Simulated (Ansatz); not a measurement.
**One shape, several levels: SiPH5 (SMILES [SiH3]P)**

We compute a comparison of 6 runs (UHF/STO-3G, B2PLYP/STO-3G, B3LYP/STO-3G, HSE06/STO-3G, CCSDTQ/STO-3G, UCCSD(T)/STO-3G) of SiPH5. 

The results are computed with Ansatz 0.2.0.

50 further runs of the same task are left out: 50 set aside as unsound or not needed.

### 1 Starting point

SiPH5: 7 atoms, total charge 0, spin state singlet. SMILES: `[SiH3]P`. The H4–Si1 distance was set to 3.655 Å, away from the relaxed value. At this shape a bond of the SMILES string is far longer than usual.

Bond lengths: Si1–P2 2.234 Å, Si1–H3 1.462 Å, Si1–H5 1.465 Å, P2–H6 1.383 Å, P2–H7 1.383 Å. Angles: Si1–P2–H6 95.7°, Si1–P2–H7 95.8°, P2–Si1–H3 106.9°, P2–Si1–H5 113.1°, H6–P2–H7 92.2°, H3–Si1–H5 109.5°.

### 2 A single-point energy at UHF/STO-3G (run 1)

molecule.yaml

```yaml
crystal:
  periodic: [false, false, false]
  atoms:
    - {symbol: Si, position_ang: [-1.153690, 1.412604, 0.787135]}
    - {symbol: P, position_ang: [0.548450, 1.765034, 2.190735]}
    - {symbol: H, position_ang: [-2.338360, 1.171214, 1.609395]}
    - {symbol: H, position_ang: [-0.298920, -1.544330, -1.184630]}
    - {symbol: H, position_ang: [-1.403370, 2.543064, -0.110605]}
    - {symbol: H, position_ang: [0.151820, 3.034394, 2.570175]}
    - {symbol: H, position_ang: [1.416900, 2.262944, 1.236115]}
basis:
  gaussian:
    orbitals: STO-3G
magnetization:
  spin_polarized: true
hamiltonian:
  xc: hf
accuracy: high
```

Started as:

```bash
$ ansatz run molecule.yaml --threads 1 --pin off --max-ram 2610MiB --events-out events.jsonl --progress --plain --runs-dir runs
```

What it wrote:

```text
Warning: RAYON_NUM_THREADS=1 ignored (pool sized by the plan → 1); use --threads N
Functional definition: HF
  name "HF"
  exchange = exact_x
  correlation = 0
410 factors; integrals over basis functions are off by at most 1.1e-8 eV
mean field evaluation 1: about -17003.5013 eV, gradient 1.0e1 eV
mean field evaluation 2: about -17003.5166 eV, gradient 1.0e1 eV
mean field evaluation 4: about -17008.4534 eV, gradient 2.7e0 eV
mean field evaluation 8: about -17008.5912 eV, gradient 7.4e-3 eV
mean field evaluation 16: about -17014.0259 eV, gradient 1.8e0 eV
mean field evaluation 32: about -17014.0805 eV, gradient 9.9e-5 eV
mean field -17014.08046715 eV, -625.2559246097 hartree, gradient 9.7e-8 eV, S^2 1.000324; 2 other end points of the search recorded, 0 dependent functions left out
reference -17014.08046715 eV, -625.2559246097 hartree; 17, 17 occupied and 6, 6 virtual orbitals, 410 factors
Total energy: -17014.08046715 eV, -625.2559246097 hartree
```

It took 0.54 s on 1 thread of Arm Neoverse V1, shared host.

### 3 The energy at B2PLYP/STO-3G (run 2)

run.yaml

```yaml
crystal:
  periodic: [false, false, false]
  atoms:
    - {symbol: Si, position_ang: [-1.153690, 1.412604, 0.787135]}
    - {symbol: P, position_ang: [0.548450, 1.765034, 2.190735]}
    - {symbol: H, position_ang: [-2.338360, 1.171214, 1.609395]}
    - {symbol: H, position_ang: [-0.298920, -1.544330, -1.184630]}
    - {symbol: H, position_ang: [-1.403370, 2.543064, -0.110605]}
    - {symbol: H, position_ang: [0.151820, 3.034394, 2.570175]}
    - {symbol: H, position_ang: [1.416900, 2.262944, 1.236115]}
basis:
  gaussian: {orbitals: STO-3G}
accuracy: high
correlation: {frozen_orbitals: {H: 0, P: 5, Si: 5}}
hamiltonian: {xc: {name: B2PLYP}}
```

Started as:

```bash
$ ansatz run run.yaml --threads 1 --pin off --max-ram 2610MiB --events-out events.jsonl --progress --plain --runs-dir runs
```

What it wrote, shortened:

```text
Warning: RAYON_NUM_THREADS=1 ignored (pool sized by the plan → 1); use --threads N
Functional definition: B2PLYP
  name "B2PLYP"
[...]
410 factors; integrals over basis functions are off by at most 1.1e-8 eV
[...]
mean field -17033.30781638 eV, -625.9625166614 hartree, gradient 1.5e-8 eV, S^2 0.000000; 2 other end points of the search recorded, 0 dependent functions left out; unrestricted orbitals would lower it
10 core orbitals not correlated: weight in the atoms' cores, before any rotation towards them, 1.000 or more for the frozen orbitals, at most 0.000 for the correlated occupied ones
reference -17033.30783766 eV, -625.9625174433 hartree; 7, 7 occupied and 6, 6 virtual orbitals, 410 factors
second order -9.05657463 eV of doubles, -0.00000000 eV of singles
Total energy: -17035.75311281 eV, -626.0523796476 hartree
```

Run time: 3.3 s. Hardware: 1 thread of Arm Neoverse V1, shared host; peak memory 0.11 GiB.

Runs 3 to 4 aren't shown in full; the table further down has their settings and results.

### 4 A single-point energy at CCSDTQ/STO-3G (run 5)

in.yaml

```yaml
crystal:
  periodic: [false, false, false]
  atoms:
    - {symbol: Si, position_ang: [-1.153690, 1.412604, 0.787135]}
    - {symbol: P, position_ang: [0.548450, 1.765034, 2.190735]}
    - {symbol: H, position_ang: [-2.338360, 1.171214, 1.609395]}
    - {symbol: H, position_ang: [-0.298920, -1.544330, -1.184630]}
    - {symbol: H, position_ang: [-1.403370, 2.543064, -0.110605]}
    - {symbol: H, position_ang: [0.151820, 3.034394, 2.570175]}
    - {symbol: H, position_ang: [1.416900, 2.262944, 1.236115]}
basis:
  gaussian: {orbitals: STO-3G}
correlation: {method: ccsdtq, frozen_orbitals: {H: 0, P: 5, Si: 5}}
accuracy: high
scf: {omitted_lower_state_checks: [cluster_reference, increment]}
```

Started as:

```bash
$ ansatz run in.yaml --threads 1 --pin off --max-ram 2610MiB --events-out events.jsonl --progress --plain --runs-dir runs
```

What it wrote:

```text
Warning: RAYON_NUM_THREADS=1 ignored (pool sized by the plan → 1); use --threads N
[... 12 lines left out ...]
10 core orbitals not correlated: weight in the atoms' cores, before any rotation towards them, 1.000 or more for the frozen orbitals, at most 0.000 for the correlated occupied ones
[... 34 lines left out ...]
WARN: these amplitudes may be one of several solutions (largest doubles amplitude 0.91, level shift 12.93 eV)
Total energy: -17016.70351745 eV, -625.3523199303 hartree
Checks for a lower state left out: cluster_reference, increment
```

It took 6.6 s on 1 thread of Arm Neoverse V1, shared host; peak memory 0.11 GiB.

### 5 A single-point energy at UCCSD(T)/STO-3G (run 6)

Changes to in.yaml since step 4:

```diff
@@ -1 +1,3 @@
+basis:
+  gaussian: {orbitals: STO-3G}
 crystal:
@@ -10,5 +12,4 @@
     - {symbol: H, position_ang: [1.416900, 2.262944, 1.236115]}
-basis:
-  gaussian: {orbitals: STO-3G}
-correlation: {method: ccsdtq, frozen_orbitals: {H: 0, P: 5, Si: 5}}
+magnetization: {spin_polarized: true, initial_magnetization: 0}
+correlation: {method: ccsd_t, frozen_orbitals: {H: 0, P: 5, Si: 5}}
 accuracy: high
```

Started as:

```bash
$ ansatz run in.yaml --threads 1 --pin off --max-ram 2610MiB --events-out events.jsonl --progress --plain --runs-dir runs
```

What it wrote:

```text
Warning: RAYON_NUM_THREADS=1 ignored (pool sized by the plan → 1); use --threads N
[... 14 lines left out ...]
10 core orbitals not correlated: weight in the atoms' cores, before any rotation towards them, 1.000 or more for the frozen orbitals, at most 0.000 for the correlated occupied ones
[... 33 lines left out ...]
Total energy: -17016.68094060 eV, -625.3514902464 hartree
Checks for a lower state left out: cluster_reference, increment
```

Run time: 0.6 s. Hardware: 1 thread of Arm Neoverse V1, shared host.

### 6 The series

```csv
run,level,frozen core orbitals,energy (Eh),wall time
1,UHF/STO-3G,–,-625.255925,0.54 s
2,B2PLYP/STO-3G,10,-626.052380,3.3 s
3,B3LYP/STO-3G,–,-626.357039,1.9 s
4,HSE06/STO-3G,–,-626.074993,2 s
5,CCSDTQ/STO-3G,10,-625.352320,6.6 s
6,UCCSD(T)/STO-3G,10,-625.351490,0.6 s
```

### 7 Summary of results

| quantity | value |
| --- | --- |
| run 6: total energy | -625.35149 Eh |
| run 6: correlation energy (10 core orbitals frozen) | -95.6 mEh |
| run 6: (T) correction | -0.65 mEh |
| run 6: ⟨S²⟩ of the reference determinant | 1.000 |
| run 6: T1 diagnostic | 0.005 |

**Reading.** Below the UHF energy at the same shape and in the same basis (STO-3G): CCSDTQ -96.4 mEh; UCCSD(T) -95.6 mEh. Some of these start from another determinant than that one, so these aren't their correlation energies. Totals of different functionals can't be ranked against each other. In runs 2, 5 the log says that unrestricted orbitals would lower the reference, so the values rest on an unstable closed-shell determinant (other closed-shell runs at this shape may share the fault). In runs 1, 2, 3, 4, 5, 6 the basis is minimal, so the values are rough. In runs 2, 3, 4 a closed-shell determinant meets a far-stretched bond, which it describes badly. Spin contamination of the reference: run 1 ⟨S²⟩ = 1.00, run 6 ⟨S²⟩ = 1.00. Where it is this large, the reference is a mixture of spin states, and values that rest on it are in doubt. All runs together took 15 s, the longest 6.6 s.
